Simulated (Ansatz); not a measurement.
A made-up structure of C2H5O (charge -1), closed shell:

C1  (-0.441, 0.576, -0.258)
C2  (0.456, -0.574, 0.262)
O3  (1.696, -0.211, 0.553)
H4  (-1.464, 0.234, -0.489)
H5  (0.003, 1.007, -1.164)
H6  (-0.493, 1.371, 0.496)
H7  (-0.199, -0.298, -0.806)
H8  (-0.128, -1.019, 1.131)
(Å)

It is relaxed with PBE-D4/def2-SVPD and then PBE0-D4/def2-TZVPD (Ansatz 0.2.0). Atoms count as bonded within 1.22 times the sum of their covalent radii (H–H: 0.88 Å). The end point is not checked to be a true minimum.

Q: Does its bonding change? (A judgement: the text doesn't fix the answer.)

A: Computed: Yes. Formed: none; broken: C1–H7.

Where it ends: The first stage lowers the energy by 4.75 eV in 9 steps. It ends as C₂H₅O ([CH3][CH2][O]), total charge -1:
```
8
angstrom
C -0.5050 0.7438 -0.2204
C 0.3779 -0.4707 0.1556
O 1.6362 -0.1654 0.4380
H -1.5432 0.4489 -0.4481
H -0.0790 1.2503 -1.0951
H -0.5127 1.4624 0.6083
H 0.2461 -1.1980 -0.7096
H -0.1886 -0.9855 0.9975
```

Labels in which every atom is bracketed show which atoms are joined, not bond orders.

For scale, one of the runs: PBE0-D4/def2-TZVPD relaxation, 159 basis functions, launched by `ansatz run in.yaml --threads 2 --pin off --events-out ev --progress --plain --max-ram 4352MiB`. The run took about 7.5 s on 2 CPU threads of an Intel Xeon 6975P-C (shared host).
